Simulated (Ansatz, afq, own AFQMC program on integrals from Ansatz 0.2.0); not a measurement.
## The Ge1–H2 bond of GeH2, singlet, worked out

```yaml
atoms:
  - { symbol: Ge, position_ang: [-0.5707, 0.4056, -0.2640] }
  - { symbol: H, position_ang: [0.7845, 0.7455, 0.5100] }
  - { symbol: H, position_ang: [-0.2138, -1.1511, -0.2460] }
```

The molecule and both fragments are relaxed with PBE0/def2-SVP; the fragments keep their bonds.

Basis def2-TZVP. Noble-gas cores (and the filled d shells of Ga–Kr and In–Xe) are frozen. AFQMC by an in-house program on the Cholesky factors that Ansatz 0.2.0 writes for its CCSD(T) run. The CISD trial takes its coefficients from CCSD amplitudes. Released means that phaseless walkers are propagated on without the constraint, phases kept. Uncertainties: one standard error, sampling alone. No spin–orbit coupling.

Total energies in eV. CBS is CCSD(T) at the limit of def2-TZVPP/QZVPP (extrapolated itself); the highest rung of each member is named.

Cautions: inner d shell frozen; no relativity below Rb; no spin-orbit coupling; GeH₂ (singlet): restricted determinant unstable towards unrestricted (UHF 35 meV lower, ⟨S²⟩ 0.25), the released energies have errors that jump between times, so the bars are unsure, so no released level is given (meV from the phaseless value at times in 1/Eh: 5 ± 7 at 0.24, 3 ± 5 at 0.51, -3.8 ± 1.2 at 0.99, -1 ± 4 at 1.62, -1 ± 5 at 2.40), though the last usable value meets CCSDTQ within the noise.

```tsv
member	count	CCSD(T)/def2-TZVP	highest rung in def2-TZVP	which	CCSD(T)/CBS
GeH, doublet	+1	-56490.5614	-56490.5793	FCI	-56492.1493
H (doublet)	+1	-13.6005	-13.6005	FCI	-13.6059
GeH₂, singlet	-1	-56507.2257	-56507.2464	CCSDTQ	-56508.9476
```

Work out the best estimate of the bond energy: the CCSD(T)/CBS difference plus the step from CCSD(T) to the highest rung.

Sums with the counts: CCSD(T)/CBS 3.1924 eV, highest rung 3.0666 eV, CCSD(T)/def2-TZVP 3.0638 eV. The step is 3.0666 − 3.0638 = 0.0028 eV, so the best estimate is 3.1924 + (0.0028) = 3.1952 eV = 308.3 kJ/mol. The basis set is worth 0.129 eV of it. Zero-point, core-correlation and spin–orbit terms aren't in it. Past Ne the Hartree–Fock part of each CBS total tends to overshoot, since the cores don't follow the formula; that largely cancels in the difference.

Best estimates are given only where the step beyond CCSD(T) is under 0.3 eV and no member's determinant is very poor (T1 over 0.05, or 0.07 for open shells, ⟨S²⟩ too high by 0.3, two states mixed), so the hardest cases are missing from such tables.

CCSDT and higher add their correlation energy to the determinant of the CCSD(T) run, since their own runs factorise the integrals more tightly (a shift of under 2 meV). Each member of a difference takes its own highest rung, so a best estimate needn't equal the limit plus the step of one row.
